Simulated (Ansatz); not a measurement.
Molecule (SMILES): [SiH2] (SiH2) (closed-shell singlet).
Atoms: Si1, H2, H3. Bonds: Si1-H2, Si1-H3.

Basis-set convergence of the optimised Si1-H2 bond length at PBE with Ansatz (an electronic-structure program). All functions are spherical. The program fits the integrals of some runs and decomposes those of others, by size. No added dispersion term, no relativity. Reference: the value in pcseg-4, 1.5370 Å, itself unsure by roughly 0.0005 Å (its mean distance from aug-pcseg-3, aug-cc-pV(Q+d)Z, cc-pV(5+d)Z). Deviations are taken from unrounded values.

```tsv
basis	functions
pcseg-0	17
def2-SV(P)	22
def2-SVP	28
pcseg-1	28
aug-pcseg-1	45
def2-TZVP	49
pcseg-2	62
def2-TZVPP	70
aug-pcseg-2	96
def2-QZVPP	130
pcseg-3	130
aug-pcseg-3	187
pcseg-4	227
```

Task: Which is the smallest set listed that can be trusted to 0.005 Å here, that is, within that of the reference together with its larger relatives (same family, alike in diffuse functions; a set with none to test it counts only in the reference's own line)?

Result: The smallest set listed that lies within 0.005 Å of the reference with all its larger relatives (same family, alike in diffuse functions; a set with none counts only in the reference's own line) is def2-TZVP (49 functions, 0.0017 Å off). Value minus reference: pcseg-0 0.0321, def2-SV(P) 0.0153, def2-SVP 0.0119, pcseg-1 0.0114, aug-pcseg-1 0.0098, def2-TZVP 0.0017, pcseg-2 0.0021, def2-TZVPP 0.0015, aug-pcseg-2 0.0013, def2-QZVPP 0.0003, pcseg-3 0.0003, aug-pcseg-3 0.0001, pcseg-4 0.0000 Å.
